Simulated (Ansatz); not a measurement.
**MgN₂H₄: up Jacob's ladder to CCSD(T)**

One table from this session's results is given with a row withheld; the runs are named, their logs left out.

Method: functionals in def2-TZVPP, the program's frozen cores in correlated methods; program: Ansatz 0.2.0, Gaussian basis.

The runs, in order: PBE-D4, r2SCAN-D4, PBE0-D4, B3LYP-D4, ωB97X-V, ωB97M-V, B2PLYP; CCSD(T)/def2-TZVPP; CCSD(T)/def2-QZVPP; extrapolation to the limit.

## The geometry

An earlier PBE0-D4 in a triple-zeta def2 set relaxation fixed the geometry.

SMILES `[NH2][Mg][NH2]`, 7 atoms, charge 0, spin multiplicity 1.

Atoms are counted from 1 here; the program's logs count them from 0.

Bond lengths: N1–Mg2 1.886 Å, N1–H4 1.009 Å, N1–H5 1.009 Å, Mg2–N3 1.886 Å, N3–H6 1.009 Å, N3–H7 1.009 Å. Angles: Mg2–N1–H4 126.4°, Mg2–N1–H5 126.5°, H4–N1–H5 107.1°, N1–Mg2–N3 180.0°, Mg2–N3–H6 126.4°, Mg2–N3–H7 126.5°, H6–N3–H7 107.1°.

The first run:

in.yaml

```yaml
crystal:
  periodic: [false, false, false]
  atoms:
    - {symbol: N, position_ang: [-1.412928, 0.090149, -1.245859]}
    - {symbol: Mg, position_ang: [-0.000343, 0.001424, 0.000538]}
    - {symbol: N, position_ang: [1.412319, -0.087160, 1.246792]}
    - {symbol: H, position_ang: [-2.332855, -0.309886, -1.138261]}
    - {symbol: H, position_ang: [-1.387743, 0.536744, -2.150117]}
    - {symbol: H, position_ang: [1.604222, 0.575254, 1.983104]}
    - {symbol: H, position_ang: [2.117307, -0.806525, 1.303802]}
basis:
  gaussian: {orbitals: def2-TZVPP}
hamiltonian: {xc: pbe, dispersion: d4}
output: {forces: true, orbitals: {seedname: orbitals}}
```

On the command line:

```bash
$ ansatz run in.yaml --threads 2 --pin off --events-out ev --progress --plain --max-ram 20480MiB --backend cpu
```

Among the steps run: PBE-D4 (GGA); r2SCAN-D4 (meta-GGA); PBE0-D4 (hybrid); B3LYP-D4 (hybrid); ωB97X-V (range-separated); ωB97M-V (range-separated); B2PLYP (double hybrid); CCSD(T) in def2-TZVPP; CCSD(T) in def2-QZVPP.

One table of the session follows, with a row left open; its other results are not shown here.

```
            method  atomisation energy (kcal/mol)
            PBE-D4                          509.3
         r2SCAN-D4                          497.7
           PBE0-D4                          494.7
          B3LYP-D4                          503.1
           ωB97X-V                          503.0
           ωB97M-V                          500.4
            B2PLYP                              ?
     HF/def2-TZVPP                          319.0
    MP2/def2-TZVPP                          489.0
   CCSD/def2-TZVPP                          472.8
CCSD(T)/def2-TZVPP                          480.9
           MP2/CBS                          512.5
       CCSD(T)/CBS                          504.5
```

**Question.** Estimate the row for B2PLYP.

**Answer.** atomisation energy (kcal/mol): 495.9. In the column «atomisation energy (kcal/mol)» it lies between PBE0-D4 (494.7) and r2SCAN-D4 (497.7).

Limits of these values: Free atoms (2 N, 1 Mg, 4 H) were run apart at each level; the atomisation energy is their sum less the molecule, without zero-point or spin-orbit terms.
